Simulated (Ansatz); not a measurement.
`CC(F)(F)F` → `CF` + `F[C]F` at 500 K and 1 bar (difluorocarbene loss).

Program: Ansatz. Geometries: PBE0-D4/def2-TZVP. ΔE: electronic, gas phase. CCSD(T)/CBS is the MP2 limit (def2-TZVPP, def2-QZVPP) plus CCSD(T) − MP2 in def2-TZVPP, frozen cores. This one scheme is used for every species.

```tsv
species	CCSD(T)/CBS energy (Eh)	H − E (kJ/mol)	S (J/(mol·K))
`CC(F)(F)F`	-377.30189	171.7	333.4
`CF`	-139.63461	122.2	244.8
`F[C]F`	-237.54028	37.4	262.4
```

H − E and S are ideal-gas, rigid-rotor, harmonic terms from PBE0-D4/def2-TZVP. 1 Eh = 2625.50 kJ/mol, R = 8.31446 J/(mol·K).

Question: By hand: ΔE, ΔH, ΔS and ΔG.

Answer: ΔE = (-139.63461) + (-237.54028) − (-377.30189) = 0.12700 Eh = 333.4 kJ/mol. Δ(H − E) = 122.2 + 37.4 − 171.7 = -12.1, so ΔH = 321.3 kJ/mol. ΔS = 244.8 + 262.4 − 333.4 = 173.8 J/(mol·K). ΔG = 321.3 − 500 × (173.8)/1000 = 234.4 kJ/mol.

Question: By hand: the equilibrium constant, and the temperature at which ΔG would vanish if ΔH and ΔS stayed fixed.

Answer: log₁₀ K = −ΔG/(RT ln 10) = -24.5. ΔG = 0 at ΔH/ΔS = 1849 K.

The number of gas molecules changes by +1, which sets the sign of ΔS. A doubt of 5 kJ/mol in ΔE shifts log₁₀ K by 0.5 here. These are equilibria of isolated gas molecules and say nothing of rates. Largest T1 diagnostic: 0.017 (customary marks: 0.02 for closed shells, 0.045 for open ones).
